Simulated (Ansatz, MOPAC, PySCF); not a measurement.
Molecule: hydrogen fluoride, HF (charge 0, singlet). SMILES: F
Coordinates optimised at B3LYP-D3(BJ)/def2-TZVP (Ansatz, a first-principles code):
```
F
H 1 0.9245
```
Charge 0, spin multiplicity 1.

Wanted: enthalpy of formation at 298 K, in kcal/mol. Set-up: open shells spin-unrestricted; non-relativistic; frozen cores in correlated levels; 6-31G* and kin with 6d, 5d where marked; no spin-orbit coupling. Basis-set limits of correlation are two-point, X^-3; Hartree-Fock from the larger set (for Q and 5 zeta extrapolated as (X+1)exp(-9√X)). First-principles rows: single points at B3LYP-D3(BJ) geometries (Ansatz), with unscaled harmonic terms from B3LYP/6-31G* at its own minima, enthalpies of formation by atomisation with measured atoms. Semi-empirical rows: MOPAC heats of formation at their own minima for 298 K.

Measured values: Active Thermochemical Tables 1.112 (ions: stationary electron), as tabulated in the package chemicals; they hold spin-orbit and core effects, anharmonicity. 

Value to compare with, the measured value: -65.2 kcal/mol.

```
level                                program  enthalpy of formation at 298 K (kcal/mol)  error
----------------------------  --------------  -----------------------------------------  -----
PM6                                    MOPAC                                      -63.6    1.6
HF/STO-3G                             Ansatz                                        1.5   66.7
BP86/def2-SVP                          PySCF                                      -62.5    2.7
B3LYP/6-31G                           Ansatz                                      -42.8   22.4
B3LYP/6-31G*                          Ansatz                                      -52.4   12.8
B3LYP/cc-pVDZ                         Ansatz                                      -54.5   10.7
M06-2X/6-31G* (5d)                     PySCF                                      -52.5   12.7
r2SCAN-D4/def2-TZVPD          Ansatz + dftd4                                      -61.6    3.6
CCSD(T)/CBS(cc-pVQZ,cc-pV5Z)          Ansatz                                      -65.9   -0.7
```

Among the 7 habitual levels, HF/STO-3G lies farthest from the measured value (66.7 kcal/mol); 7 of 7 lie above it, and their mean absolute error is 18.5 kcal/mol, the median 12.7. One case shows no general order.

The levels are drawn from those run, B3LYP/6-31G* more often than the rest, none by its result; runs whose electronic state is in doubt are left out.
